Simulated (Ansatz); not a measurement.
A calculation on zinc-blende BAs returned lattice constant a 4.872 Å, bulk modulus 117 GPa, cohesive energy 4.08 eV/atom.

For reference: lattice constant a 4.777 Å (measured, room temperature, no zero-point or thermal correction; as tabulated in Lucero et al. (2012), arXiv:1111.4515); bulk modulus 142 GPa (measured, temperature not stated, not corrected to a static lattice; as tabulated in PMC11618452 (zinc blende boron arsenide), quoting Tian et al.).

Which level of theory produced these numbers?
A) revPBE (Ansatz (a program for electronic structure))
B) LDA (Ansatz)
C) r²SCAN (Ansatz)
D) BLYP (Ansatz)

D, BLYP (Ansatz)

The others give: LDA 4.732 Å, 147 GPa, 5.61 eV/atom; r²SCAN 4.784 Å, 141 GPa, 4.63 eV/atom; revPBE 4.833 Å, 126 GPa, 4.26 eV/atom.

Unless a cell is named, each level is at its own relaxed cell (BLYP 14.45, LDA 13.25, r²SCAN 13.68, revPBE 14.11 Å³/atom).

Ansatz's density-functional and Hartree–Fock values are scalar-relativistic unless marked +SOC, with PAW data made under PBE.
